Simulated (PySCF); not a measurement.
Ionisation energies (eV) were calculated with PySCF 2.14 by UHF, PBE, MP2 (valence), in another order, as differences of total energies without spin-orbit coupling. The measured values are between term centres (NIST).

```json
{"species": "F⁺ (aug-cc-pVTZ with one added diffuse shell each of s, p, d, f type, non-relativistic)", "measured": "34.950", "A": "33.392", "B": "34.621", "C": "35.424"}
{"species": "Al (aug-cc-pV(T+d)Z with one added diffuse shell each of s, p, d, f type, non-relativistic)", "measured": "5.977", "A": "5.599", "B": "5.824", "C": "6.071"}
{"species": "S (aug-cc-pV(T+d)Z with one added diffuse shell each of s, p, d, f type, non-relativistic)", "measured": "10.336", "A": "9.242", "B": "10.005", "C": "10.433"}
{"species": "Cu (aug-cc-pVTZ-PP with one added diffuse shell each of s, p, d, f, g type with ECP10MDF, ECP)", "measured": "7.726", "A": "6.584", "B": "7.672", "C": "8.343"}
{"species": "Sn (aug-cc-pVTZ-PP with one added diffuse shell each of d, f type with ECP28MDF, ECP)", "measured": "7.389", "A": "6.851", "B": "7.158", "C": "7.260"}
{"species": "I⁺ (aug-cc-pVTZ-PP with one added diffuse shell each of d, f type with ECP28MDF, ECP)", "measured": "18.750", "A": "17.662", "B": "18.284", "C": "18.704"}
{"species": "I (aug-cc-pVTZ-PP with one added diffuse shell each of d, f type with ECP28MDF, ECP)", "measured": "10.519", "A": "9.546", "B": "10.288", "C": "10.498"}
{"species": "Pb⁺ (aug-cc-pVTZ-PP with one added diffuse shell each of d, f type with ECP60MDF, ECP)", "measured": "13.869", "A": "13.200", "B": "13.386", "C": "13.704"}
```

Q: Which column is which method?

A: A is UHF (mean error -0.93 eV); B is MP2 (valence) (mean error -0.28 eV); C is PBE (mean error 0.12 eV). Hartree-Fock lacks the correlation of the electron removed and comes out lowest. Valence MP2 in a finite basis recovers only part of the missing correlation, so it stays below experiment on average. PBE, with gradient corrections, lies close to experiment on average, with errors of both signs.
